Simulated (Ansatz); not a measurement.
**Relaxing rhodium (fcc)**

Level of theory: DFT, PBE, plane waves (420 eV) with PAW, scalar-relativistic in Ansatz 0.2.0.

k-point mesh 14×14×14, Fermi-Dirac smearing 0.05 eV, starting moments 1.00 μB. Cell and atoms relax.

Starting structure:

```cif
data_structure
_symmetry_space_group_name_H-M 'P 1'
_symmetry_Int_Tables_number 1
_cell_length_a 2.6892
_cell_length_b 2.6892
_cell_length_c 2.6892
_cell_angle_alpha 60.000
_cell_angle_beta 60.000
_cell_angle_gamma 60.000
_cell_volume 13.75
loop_
_atom_site_label
_atom_site_type_symbol
_atom_site_fract_x
_atom_site_fract_y
_atom_site_fract_z
_atom_site_occupancy
Rh1 Rh 0.00000 0.00000 0.00000 1
```

Q: What cell does the relaxation end in?

A: Fm-3m with a = 3.830 Å; 14.05 Å³ per atom against 13.75 at the start (2.2 %).

Q: How much energy does the relaxation gain?

A: 5.3 meV per atom.

Path of the relaxation (the plane waves are chosen anew near the end, which can shift the energy a little):

```tsv
step	E − E(final) (meV/atom)	V (Å³/atom)	P (GPa)	max force (eV/Å)
0	5.32	13.752	5.82	0.000
1	3.36	14.283	-4.03	0.000
2	0.23	14.061	-0.19	0.000
3	0.22	14.050	0.01	0.000
4	0.00	14.050	0.00	0.000
```

Q: Which magnetic state does it end in?

A: non-magnetic.
